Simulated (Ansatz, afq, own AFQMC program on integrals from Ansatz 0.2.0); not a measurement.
Integrals from Ansatz 0.2.0, then the random walk in our own AFQMC program (afq).

```yaml
crystal:
  periodic: [false, false, false]
  atoms:
    - {symbol: N, position_ang: [0.000000, 0.000000, 0.000000]}
    - {symbol: O, position_ang: [0.000000, 0.000000, 4.833000]}
basis:
  gaussian: {orbitals: 6-31G}
magnetization: {spin_polarized: true, initial_magnetization: 3}
correlation: {method: ccsd_t, electrons: outside_noble_gas, hamiltonian_folder: ham}
```

```sh
$ ansatz run in.yaml --threads 1 --pin off --events-out ev --progress --plain --max-ram 24576MiB --backend cuda --devices 0, --max-vram 18GiB
```

Options of the walk:

```
--method phaseless --trial cisd --walkers 4000 --populations 20 --least-time 60 --time-step 0.005 --steps-per-block 50 --equilibration-blocks 40 --max-blocks 4000 --target-error 0.0004 --factor-cut 1e-05 --start spin_pure --seed 2 --release-times 0.24,0.51,0.99,1.62,2.4 --release-step 0.03 --release-every 3 --taylor-order 6
```

Times are imaginary, in 1/Eh. The walk had a cap of 122 s. With eight or more populations the least sampling time is a fifth of least-time, and the error comes from their spread.

afq prints:

```
orbitals 16  electrons 7 4  factors 66 of 207
reference energy -129.12195795 Eh
CCSD correlation -0.12313705 Eh in 15 cycles, weight of the determinant in the CISD state 0.6433
energy of the start -129.245076 Eh
 block  time / (1/Eh)  mean weight  energy / Eh
     1     0.250  0.9999  -129.244244
     2     0.500  1.0000  -129.244778
     3     0.750  1.0000  -129.245355
     4     1.000  1.0001  -129.245855
     5     1.250  1.0000  -129.246376
     7     1.750  1.0003  -129.246545
     9     2.250  1.0001  -129.247529
    11     2.750  1.0000  -129.247385
    15     3.750  1.0000  -129.248227
    19     4.750  0.9998  -129.248306
    23     5.750  0.9999  -129.250276
    27     6.750  1.0000  -129.250428
    31     7.750  1.0000  -129.250454
    35     8.750  0.9998  -129.251021
    39     9.750  1.0002  -129.251666
    43    10.750  0.9999  -129.252609
    47    11.750  1.0000  -129.252852
    51    12.750  1.0003  -129.253707
    55    13.750  1.0001  -129.254291
    59    14.750  1.0001  -129.252797
    63    15.750  0.9999  -129.254826
    67    16.750  0.9998  -129.253577
    71    17.750  1.0001  -129.256784
    75    18.750  0.9996  -129.256328
    79    19.750  0.9999  -129.254625
    83    20.750  1.0002  -129.254058
    87    21.750  0.9999  -129.255357
    89    22.250  1.0003  -129.254617
error from the spread of 20 populations
released: time / (1/Eh)  energy / Eh  error  mean overlap
  0.24  -129.254036  0.000391  1.0015
  0.51  -129.254218  0.000298  1.0003
  0.99  -129.254176  0.000229  0.9968
  1.62  -129.253982  0.000264  0.9973
  2.40  -129.254377  0.000283  1.0033
energy -129.253913 +/- 0.000301 Eh
(rows thinned)
```

The run passed its tests (sampling time, drift between the halves within three errors, error under three times the target), which doesn't prove that it has relaxed. The second half of the sampling lies below the first by 2.7 errors of their difference, so the energy may still be moving and its error bar be too small.

Against this walk (error 8.2 meV) on the same determinant: CCSD(T) 61.4 meV lower, CCSDT(Q) 102.3 meV lower, CCSDTQ 101.1 meV lower, full CI 101.4 meV lower. The error is statistical and leaves out the bias of the constraint. The determinant has ⟨S²⟩ = 4.75, so the low cluster orders mix in higher spin, while the walk starts as a pure quartet. Released to 2.40 1/Eh the energy moves by -13 ± 11 meV (both errors), within twice the noise. Full CI is exact here, so the walk's 101 meV above it is the walk's own error: the bias of the constraint with this trial, or a walk that hasn't relaxed. The determinant is a poor start (see the cautions), so the low cluster orders aren't to be relied on, and full CI is the sure value.

Cautions: constraint bias not in the error; lower spins were not checked; strong correlation (T1 0.004, weight of the determinant 0.64, largest double 0.69); (T) is large, 9 % of the CCSD correlation; unrestricted determinant spin contaminated (⟨S²⟩ 4.75 against 3.75); the CCSD(T) amplitudes may be one of several solutions (largest double 0.69); the CCSDT(Q) amplitudes may be one of several solutions (largest double 0.96); the CCSDTQ amplitudes may be one of several solutions (largest double 0.96); the released energy hasn't reached full CI (89 meV above it at 2.40 1/Eh); the next higher spin lies close (within 5 meV by full CI); the determinant fills πx and πy unequally, so it mixes two states of the linear molecule, and each level undoes that mixture to a different degree, while full CI gives the lower state.

The walk took 21 s on 1 × NVIDIA H100 80GB HBM3 with 2 threads of AMD EPYC 7R13 Processor (Zen 3), with other jobs on the host (the card was shared). The log's last line is the phaseless energy.

CCSDT and higher add their correlation energy to the determinant of the CCSD(T) run, since their own runs factorise the integrals more tightly (a shift of under 2 meV).
